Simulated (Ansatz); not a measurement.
Basis-set extrapolation for C₃H₃FO (`FC1C=CO1`) (PBE0-D4/def2-TZVP geometry, frozen core, Ansatz). Multiplicity 1, RHF reference.

```tsv
	def2-TZVPP	def2-QZVPP
HF	-289.689303	-289.702037
MP2 correlation	-0.953192	-1.026740
CCSD(T) correlation	-1.010407	not run
```

Energies in hartree. Use E(X) = E(∞) + A·exp(−7.88·√X) for Hartree–Fock and E(X) = E(∞) + B·X^(−2.97) for correlation, with X = 3 and 4, and add CCSD(T) minus MP2 of the smaller set to the MP2 limit.

What is the CCSD(T) energy at the basis-set limit?

HF limit: -289.702037 + (-0.012734) × 0.13774 = -289.70379. MP2 limit: -1.026740 + (-0.073548) × 0.74074 = -1.08122. Higher-order term: -1.010407 − (-0.953192) = -0.05722. Total: -290.84223 hartree, 374.2 kJ/mol below CCSD(T)/def2-TZVPP.
